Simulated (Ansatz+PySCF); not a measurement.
Values are calculated unless marked as measured or tabulated.
Several solutions for singlet C₂H₄ in separate pieces

```xyz
6

C     0.0000    0.0000   -0.1059
H     0.0000    1.0040    0.3178
H     0.0000   -1.0040    0.3178
C    30.0164   -0.0027   -0.1046
H    29.2920    0.7556    0.1915
H    30.6098   -0.7395    0.4361
```

Basis set: cc-pVDZ (spherical functions). Charge 0, multiplicity 1.

PBE0 (unrestricted) was run from several starts with Ansatz (development build ahead of 0.2.0) and PySCF 2.14.0.

```csv
run,program,start,converged,energy (hartree),<S²>
A,PySCF,"guess minao, instabilities followed",yes,-78.10460,0.00
B,Ansatz,"atomic start, no search",yes,-78.10460,0.00
C,Ansatz,search for the lowest state,yes,-78.20517,2.01
D,PySCF,program defaults,yes,-78.10460,0.00
```

Task: Which runs reached the lowest solution of this kind, and what is wrong with the others?

Result: C reached the lowest solution found. Converged but too high: A by 2.74 eV, B by 2.74 eV, D by 2.74 eV. Convergence only shows a stationary point, and even a stable one can lie too high; stability tests and further starts are what find lower ones. Caution: the unrestricted determinant is a mixture of spin states.
